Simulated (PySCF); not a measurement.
**Exact simulation of a proton spin system**

Molecule: SMILES C=CC(F)F, C3H4F2.

Cartesian coordinates in Å; atom numbers follow the order of the lines, from 1:
```xyz
9

C     1.197    0.731   -0.091
C     0.423   -0.337   -0.266
C    -0.988   -0.419    0.219
F    -1.410    0.767    0.707
F    -1.808   -0.768   -0.803
H     2.226    0.752   -0.456
H     0.819    1.618    0.424
H     0.786   -1.235   -0.776
H    -1.112   -1.177    1.016
```

[PySCF 2.14: B3LYP/pcJ-1 coupling constants; structure optimised with PBE0-D3(BJ)/def2-SVP; σ from GIAO-PBE/pcSseg-2; non-relativistic Hamiltonian; equivalent nuclei averaged; in vacuum; one computed conformer]

Shifts are taken against calculated references (same method and geometry level): 1H (σ = 31.18 ppm) against TMS.

Shifts (ppm): F4/F5 -152.9, H6 5.65, H7 5.98, H8 6.23, H9 6.45.
Couplings (Hz): F4–F5: 255.0; F4–H6, F5–H6: -0.7; F4–H7, F5–H7: -2.5; F4–H8, F5–H8: 12.2; F4–H9, F5–H9: 63.6; H6–H7: 1.9; H6–H8: 12.1; H6–H9: -1.9; H7–H8: 18.9; H7–H9: -2.3; H8–H9: 1.6.

The 6-spin Hamiltonian (Zeeman plus full scalar coupling among like nuclei) was diagonalised exactly; lines are Lorentzian, 0.5 Hz wide, and the maxima above 3 % are listed with the tallest set to 100.

Question: Give the 1H peak list of this spin system at 100 MHz.

Answer: 
δ in ppm (height): 7.112 (18), 7.099 (25), 7.094 (31), 7.080 (35), 7.074 (24), 7.059 (20), 6.537 (10), 6.523 (9), 6.474 (36), 6.463 (47), 6.457 (73), 6.446 (84), 6.431 (55), 6.417 (45), 6.409 (15), 6.349 (22), 6.335 (21), 6.312 (21), 6.302 (12), 6.235 (72), 6.222 (67), 6.132 (32), 6.125 (84), 6.115 (77), 6.089 (16), 6.076 (30), 6.062 (54), 6.049 (64), 6.042 (48), 6.035 (100), 6.031 (97), 6.025 (88), 6.018 (99), 6.006 (37), 5.891 (5), 5.881 (22), 5.874 (17), 5.866 (24), 5.846 (18), 5.841 (22), 5.837 (25), 5.830 (32), 5.818 (51), 5.807 (35), 5.801 (28), 5.790 (17), 5.744 (11), 5.728 (33), 5.717 (66), 5.708 (38), 5.704 (57), 5.699 (37), 5.690 (61), 5.674 (67), 5.665 (22), 5.631 (15), 5.615 (40), 5.600 (33), 5.582 (50), 5.576 (30), 5.564 (32), 5.558 (20), 5.547 (4)

Question: And at 400 MHz?

Answer: 
Hz from δ = 0 (height): 2646.5 (19), 2644.6 (32), 2644.3 (29), 2643.0 (29), 2642.6 (33), 2640.8 (21), 2582.9 (39), 2581.0 (65), 2580.7 (59), 2579.4 (60), 2579.1 (67), 2577.2 (42), 2521.4 (16), 2519.8 (20), 2519.2 (22), 2517.4 (33), 2515.5 (35), 2513.6 (23), 2509.3 (47), 2507.8 (45), 2502.5 (22), 2500.9 (22), 2497.2 (48), 2495.7 (43), 2490.4 (67), 2488.9 (64), 2485.2 (17), 2483.7 (15), 2478.4 (70), 2476.8 (68), 2466.4 (25), 2464.8 (25), 2405.0 (24), 2402.8 (77), 2400.6 (100), 2398.3 (75), 2396.1 (24), 2386.2 (16), 2383.8 (51), 2381.7 (66), 2379.5 (50), 2377.2 (17), 2268.5 (28), 2267.8 (48), 2267.1 (36), 2266.5 (53), 2265.8 (87), 2265.2 (54), 2264.6 (35), 2263.9 (47), 2263.2 (27), 2256.5 (24), 2255.8 (44), 2255.1 (34), 2254.6 (46), 2253.8 (79), 2253.2 (49), 2252.6 (32), 2251.9 (42), 2251.2 (24)

Question: Among coupled protons with different shifts, which pair is furthest from first order, and how does the field change that?

Answer: H7 and H8: Δν/J is about 1.3 at 100 MHz (strongly coupled) and 5.3 at 400 MHz (intermediate, with clear roofing). J in Hz doesn't depend on the field, while Δν in Hz grows in proportion to it.

Unscaled 3J(H,H) at this level run about 10 % above measured values. Couplings across =CH–CH2 type bonds come from one rotamer and its mirror image, and can be 1–2 Hz further off. 3J across rotatable bonds or in flexible rings reflects this conformer alone.
